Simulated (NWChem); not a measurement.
**One shape, several levels: CH4O2 (methanediol)**

We compute a comparison of 6 runs (HF/STO-3G, HF/def2-TZVP, PBE0/6-31G, B3LYP/6-31G*, CCSD(T)/6-31+G*) of CH4O2 (methanediol). 

The results are computed with NWChem 7.3.0.

## 1. Starting point

CH4O2: 7 atoms, total charge 0, spin state singlet. SMILES: `OCO`. Geometry: relaxed at PBE0-D4/def2-TZVP. This is a higher conformer, about 15 kJ/mol above the lowest found by a separate search.

Bond lengths: O1–C2 1.397 Å, C2–O3 1.397 Å, O1–H4 0.960 Å, C2–H5 1.100 Å, C2–H6 1.090 Å, O3–H7 0.960 Å. Angles: O1–C2–O3 114.1°, O1–C2–H5 110.6°, O1–C2–H6 106.0°, O3–C2–H5 110.6°, O3–C2–H6 106.0°, C2–O1–H4 109.5°, C2–O3–H7 109.5°, H5–C2–H6 109.4°.

## 2. Energy and gradient at HF/STO-3G (run 1)

Input file run.py:

```python
from ase import Atoms
from ase.calculators.nwchem import NWChem

molecule = Atoms(['O', 'C', 'O', 'H', 'H', 'H', 'H'], positions=[
    [-1.179670, -0.442480, -0.114040],
    [-0.056830, 0.262760, 0.326010],
    [1.123360, -0.484850, 0.321120],
    [-1.170080, -0.494150, -1.073060],
    [0.069750, 1.188620, -0.253590],
    [-0.249370, 0.512030, 1.369080],
    [1.462850, -0.541920, -0.575520],
])

calc = NWChem(
    label='run',
    theory='scf',
    memory='2200 mb',
    basis='STO-3G',
    basispar='spherical bse',
    scf={'nopen': '0', 'rhf': None, 'thresh': '1e-08', 'maxiter': '80'},
)
molecule.calc = calc

forces = molecule.get_forces()
print("Total energy (eV):", round(molecule.get_potential_energy(), 6))
print("forces (eV/A):")
for s, f in zip(molecule.symbols, forces):
    print(f"{s:2s} {f[0]:10.5f} {f[1]:10.5f} {f[2]:10.5f}")
print("dipole (e A):", molecule.get_dipole_moment().round(4))
```

Command:

```
$ export ASE_NWCHEM_COMMAND="nwchem PREFIX.nwi > PREFIX.nwo"
$ python run.py
```

The log of the run:

```text
Total energy (eV): -5098.845454
forces (eV/A):
O    -1.76882   -0.92621    1.74562
C     0.14115    1.06079   -0.64128
O     0.97496   -0.97841    2.26447
H     0.49674    0.09570   -1.88436
H     0.00206    0.41297    0.02803
H    -0.07554    0.23330    0.42259
H     0.22939    0.10192   -1.93501
dipole (e A): [ 0.0916  0.228  -0.4616]
```

The calculator wrote run.nwi:

```
title "run"

permanent_dir run

scratch_dir run

start run

geometry units angstrom nocenter noautosym noautoz
  O  -1.1796700000000000e+00 -4.4247999999999998e-01 -1.1404000000000000e-01
  C  -5.6829999999999999e-02 2.6275999999999999e-01 3.2601000000000002e-01
  O  1.1233599999999999e+00 -4.8485000000000000e-01 3.2112000000000002e-01
  H  -1.1700800000000000e+00 -4.9414999999999998e-01 -1.0730599999999999e+00
  H  6.9750000000000006e-02 1.1886200000000000e+00 -2.5358999999999998e-01
  H  -2.4937000000000001e-01 5.1202999999999999e-01 1.3690800000000001e+00
  H  1.4628500000000000e+00 -5.4191999999999996e-01 -5.7552000000000003e-01
end

memory 2200 mb

basis spherical bse noprint
   * library STO-3G
end

scf
  nopen 0
  rhf
  thresh 1e-08
  maxiter 80
end

task scf gradient
```

run.nwo:

```text
Northwest Computational Chemistry Package (NWChem) 7.3.0
             --------------------------------------------------------

           Job information
           ---------------

    nwchem branch   = 7.3.0
    use scalapack   = T
    input           = run.nwi
    prefix          = run.
    data base       = run/run.db
    status          = startup
    nproc           =        1

           Memory information
           ------------------

    heap     =     72089596 doubles =      550.0 Mbytes
    stack    =     72089601 doubles =      550.0 Mbytes
    global   =    144179200 doubles =     1100.0 Mbytes (distinct from heap & stack)
    total    =    288358397 doubles =     2200.0 Mbytes
    verify   = yes
    hardfail = no

[... 135 lines left out ...]
 Convergence threshold     :          1.000E-08
[... 12 lines left out ...]
       Final RHF  results
[... 3 lines left out ...]
      One-electron energy =   -420.642444462499
[... 1 line left out ...]
 Nuclear repulsion energy =     81.552910874116
[... 27 lines left out ...]
                       ROHF Final Molecular Orbital Analysis
[... 183 lines left out ...]
                 ----------------------------------------
                 |  Time  |  1-e(secs)   |  2-e(secs)   |
                 ----------------------------------------
                 |  CPU   |       0.00   |       0.07   |
                 ----------------------------------------
                 |  WALL  |       0.00   |       0.08   |
                 ----------------------------------------

 Task  times  cpu:        0.6s     wall:        0.6s
 Total times  cpu:        0.6s     wall:        0.6s
```

Wall time 1.8 s (1 thread of Intel Xeon Platinum 8223CL at 3.00GHz (Skylake/Cascade Lake), shared host); peak memory 0.1 GiB.

## 3. Energy and gradient at HF/def2-TZVP (run 2)

Input file run.py:

```python
from ase import Atoms
from ase.calculators.nwchem import NWChem

atoms = Atoms(['O', 'C', 'O', 'H', 'H', 'H', 'H'], positions=[
    [-1.179670, -0.442480, -0.114040],
    [-0.056830, 0.262760, 0.326010],
    [1.123360, -0.484850, 0.321120],
    [-1.170080, -0.494150, -1.073060],
    [0.069750, 1.188620, -0.253590],
    [-0.249370, 0.512030, 1.369080],
    [1.462850, -0.541920, -0.575520],
])

calc = NWChem(
    label='run',
    theory='scf',
    memory='2200 mb',
    basis='def2-TZVP',
    basispar='spherical bse',
    scf={'nopen': '0', 'rhf': None, 'thresh': '1e-08', 'maxiter': '80', 'print': 'low'},
)
atoms.calc = calc

forces = atoms.get_forces()
print(f"energy = {atoms.get_potential_energy():.6f} eV")
print("forces (eV/A):")
for s, f in zip(atoms.symbols, forces):
    print(f"{s:2s} {f[0]:10.5f} {f[1]:10.5f} {f[2]:10.5f}")
```

Command:

```
$ export ASE_NWCHEM_COMMAND="nwchem PREFIX.nwi > PREFIX.nwo"
$ python run.py
```

The log of the run:

```text
energy = -5169.885609 eV
forces (eV/A):
O     0.64596    0.25984   -1.03420
C    -0.07981   -0.00622    0.42197
O    -0.21397    0.27639   -1.19633
H    -0.09940   -0.02581    1.03564
H    -0.04433   -0.41287    0.19345
H     0.07832   -0.06824   -0.42068
H    -0.28678   -0.02309    1.00016
```

The calculator wrote run.nwi:

```
title "run"

permanent_dir run

scratch_dir run

start run

geometry units angstrom nocenter noautosym noautoz
  O  -1.1796700000000000e+00 -4.4247999999999998e-01 -1.1404000000000000e-01
  C  -5.6829999999999999e-02 2.6275999999999999e-01 3.2601000000000002e-01
  O  1.1233599999999999e+00 -4.8485000000000000e-01 3.2112000000000002e-01
  H  -1.1700800000000000e+00 -4.9414999999999998e-01 -1.0730599999999999e+00
  H  6.9750000000000006e-02 1.1886200000000000e+00 -2.5358999999999998e-01
  H  -2.4937000000000001e-01 5.1202999999999999e-01 1.3690800000000001e+00
  H  1.4628500000000000e+00 -5.4191999999999996e-01 -5.7552000000000003e-01
end

memory 2200 mb

basis spherical bse noprint
   * library def2-TZVP
end

scf
  nopen 0
  rhf
  thresh 1e-08
  maxiter 80
  print low
end

task scf gradient
```

run.nwo:

```text
Northwest Computational Chemistry Package (NWChem) 7.3.0
             --------------------------------------------------------

           Job information
           ---------------

    nwchem branch   = 7.3.0
    use scalapack   = T
    input           = run.nwi
    prefix          = run.
    data base       = run/run.db
    status          = startup
    nproc           =        1

           Memory information
           ------------------

    heap     =     72089598 doubles =      550.0 Mbytes
    stack    =     72089595 doubles =      550.0 Mbytes
    global   =    144179200 doubles =     1100.0 Mbytes (distinct from heap & stack)
    total    =    288358393 doubles =     2200.0 Mbytes
    verify   = yes
    hardfail = no

[... 39 lines left out ...]
            Nuclear Dipole moment (a.u.)
[... 70 lines left out ...]
       Final RHF  results
[... 2 lines left out ...]
         Total SCF energy =   -189.989793404808
      One-electron energy =   -422.545303865726
      Two-electron energy =    151.002599586801
 Nuclear repulsion energy =     81.552910874116
[... 1 line left out ...]
        Time for solution =     33.9s

                              NWChem Gradients Module
                              -----------------------

                         RHF ENERGY GRADIENTS

    atom               coordinates                        gradient
                 x          y          z           x          y          z
   1 O      -2.229253  -0.836166  -0.215504   -0.012562  -0.005053   0.020112
   2 C      -0.107393   0.496544   0.616070    0.001552   0.000121  -0.008206
   3 O       2.122843  -0.916234   0.606829    0.004161  -0.005375   0.023265
   4 H      -2.211131  -0.933808  -2.027789    0.001933   0.000502  -0.020140
   5 H       0.131808   2.246166  -0.479216    0.000862   0.008029  -0.003762
   6 H      -0.471241   0.967596   2.587186   -0.001523   0.001327   0.008181
   7 H       2.764386  -1.024080  -1.087575    0.005577   0.000449  -0.019450

 Task  times  cpu:       42.4s     wall:       42.4s
 Total times  cpu:       42.4s     wall:       42.4s
```

Wall time 44 s (1 thread of Intel Xeon Platinum 8223CL at 3.00GHz (Skylake/Cascade Lake), shared host); peak memory 0.12 GiB.

## 4. Energy and gradient at PBE0/6-31G (run 3)

Input file ch4o2.xyz:

```xyz
7

O     -1.179670    -0.442480    -0.114040
C     -0.056830     0.262760     0.326010
O      1.123360    -0.484850     0.321120
H     -1.170080    -0.494150    -1.073060
H      0.069750     1.188620    -0.253590
H     -0.249370     0.512030     1.369080
H      1.462850    -0.541920    -0.575520
```

Input file ch4o2.nw:

```
echo
start ch4o2
memory total 2200 mb
charge 0
geometry units angstrom noautosym nocenter noautoz
load format xyz ch4o2.xyz
end
basis spherical bse
* library 6-31G
end
dft
xc pbe0
grid xfine
convergence energy 1e-08
iterations 100
mulliken
end
task dft gradient
```

Command:

```
$ nwchem ch4o2.nw > ch4o2.out
```

The log of the run:

```text
[...]
          Wavefunction type:  closed shell.
          No. of atoms     :     7
          No. of electrons :    26
[...]
          Charge           :     0
          Spin multiplicity:     1
[...]
          AO basis - number of functions:    35
[...]
              XC Information
              --------------
                         PBE0 Method XC Functional
                     Hartree-Fock (Exact) Exchange  0.250
          PerdewBurkeErnzerhof Exchange Functional  0.750
            Perdew 1991 LDA Correlation Functional  1.000 local
           PerdewBurkeErnz. Correlation Functional  1.000 non-local
[...]
 d= 0,ls=0.0,diis     1   -190.5669215468 -2.72D+02  3.34D-02  7.29D-01     1.5
[...]
 d= 0,ls=0.0,diis     8   -190.6549545684 -1.31D-10  5.00D-07  8.52D-10     8.8
         Total DFT energy =     -190.654954568417
      One electron energy =     -422.330311549162
           Coulomb energy =      174.050936688051
    Exchange-Corr. energy =      -23.928490581421
 Nuclear repulsion energy =       81.552910874116
[...]
      Total Density - Mulliken Population Analysis
     ---------------------------------------------
    Atom       Charge   Shell Charges
 -----------   ------   -------------------------------------------------------
    1 O    8     8.59   2.00  0.90  2.91  1.00  1.77
    2 C    6     5.92   2.00  0.70  2.04  0.51  0.67
    3 O    8     8.59   2.00  0.90  2.91  1.00  1.77
    4 H    1     0.63   0.52  0.11
    5 H    1     0.85   0.54  0.31
    6 H    1     0.79   0.54  0.25
    7 H    1     0.63   0.52  0.11
[...]
  wavefunction    = closed shell
                         DFT ENERGY GRADIENTS
    atom               coordinates                        gradient
                 x          y          z           x          y          z
   1 O      -2.229253  -0.836166  -0.215504    0.014817   0.005984  -0.002831
   2 C      -0.107393   0.496544   0.616070    0.002866  -0.019408  -0.017052
   3 O       2.122843  -0.916234   0.606829   -0.012539   0.006494  -0.008002
   4 H      -2.211131  -0.933808  -2.027789    0.005026   0.004484   0.014403
   5 H       0.131808   2.246166  -0.479216   -0.000087  -0.002455   0.000234
   6 H      -0.471241   0.967596   2.587186   -0.000307   0.000153   0.001640
   7 H       2.764386  -1.024080  -1.087575   -0.009776   0.004749   0.011607
[...]
```

It took 11 s on 1 thread of Intel Xeon Platinum 8223CL at 3.00GHz (Skylake/Cascade Lake), shared host; peak memory 0.13 GiB.

Runs 4 to 5 aren't shown in full; the table further down has their settings and results.

## 5. A single-point energy at CCSD(T)/6-31+G(d) (spherical functions) (run 6)

Input file work.xyz:

```xyz
7

O     -1.179670    -0.442480    -0.114040
C     -0.056830     0.262760     0.326010
O      1.123360    -0.484850     0.321120
H     -1.170080    -0.494150    -1.073060
H      0.069750     1.188620    -0.253590
H     -0.249370     0.512030     1.369080
H      1.462850    -0.541920    -0.575520
```

Input file work.nw:

```
echo
start work
memory 2200 mb

geometry noautosym nocenter noautoz
   load work.xyz
end

basis spherical bse
   O library 6-31+G*
   C library 6-31+G*
   H library 6-31+G*
end

scf
   singlet
   rhf
   thresh 1e-08
   maxiter 80
end

ccsd
   freeze core 3
   maxiter 60
end

task ccsd(t) energy
```

Command:

```
$ nwchem work.nw > work.out
```

The log of the run:

```text
[...]
  functions       =    62
[...]
  wavefunction    = RHF
[...]
         Total SCF energy =   -189.901283616824
      One-electron energy =   -422.192426762251
      Two-electron energy =    150.738232271311
 Nuclear repulsion energy =     81.552910874116
        Time for solution =      4.8s
[...]
 Total MP2 energy:           -190.393703328712547
[...]
             energy      energy      error      ampl     ampl      Block
                                                time     time      time
[...]
 Total CCSD energy:           -190.415733918620418
[...]
 Total CCSD+T(CCSD) energy:           -190.428346901794896
[...]
 Total CCSD(T) energy:                -190.427243446697787
[...]
```

Wall time 41 s (1 thread of Intel Xeon Platinum 8223CL at 3.00GHz (Skylake/Cascade Lake), shared host); peak memory 0.14 GiB.

## 6. All runs side by side

```csv
run,level,iteration cap,module,energy (Eh),dipole moment (D),HOMO energy (eV),LUMO energy (eV),wall time
1,HF/STO-3G,80,scf,-187.379116,2.51,-9.83,15.57,1.8 s
2,HF/def2-TZVP,80,scf,-189.989793,–,–,–,44 s
3,PBE0/6-31G,100,dft,-190.654955,3.43,-8.20,1.64,11 s
4,B3LYP/6-31G* (spherical functions),100,dft,-190.927035,2.83,-7.71,1.54,18 s
5,B3LYP/6-31G* (Cartesian functions),100,dft,-190.930603,2.83,-7.73,1.50,18 s
6,CCSD(T)/6-31+G* (spherical functions),80,ccsd(t),-190.427243,–,-12.90,1.76,41 s
```

## 7. Results

| quantity | value |
| --- | --- |
| run 6: total energy | -190.42724 Eh |
| run 6: HOMO energy (Hartree–Fock orbitals) | -12.90 eV |
| run 6: LUMO energy (Hartree–Fock orbitals) | 1.76 eV |
| run 6: HOMO–LUMO gap (Hartree–Fock orbitals) | 14.66 eV |
| run 6: correlation energy (3 core orbitals frozen) | -526.0 mEh |
| run 6: (T) correction | -11.51 mEh |

What this shows: Over runs 1, 3, 4, 5 the dipole moment (its size) runs from 2.51 D (HF/STO-3G) to 3.43 D (PBE0/6-31G). The two ends differ in method and basis. Over runs 1, 3, 4, 5 the HOMO–LUMO gap runs from 9.23 eV (B3LYP/6-31G*) to 25.40 eV (HF/STO-3G). Totals of different functionals can't be ranked against each other. In run 1 the basis is minimal, so the values are rough. All runs together took 2.2 min, the longest 44 s.
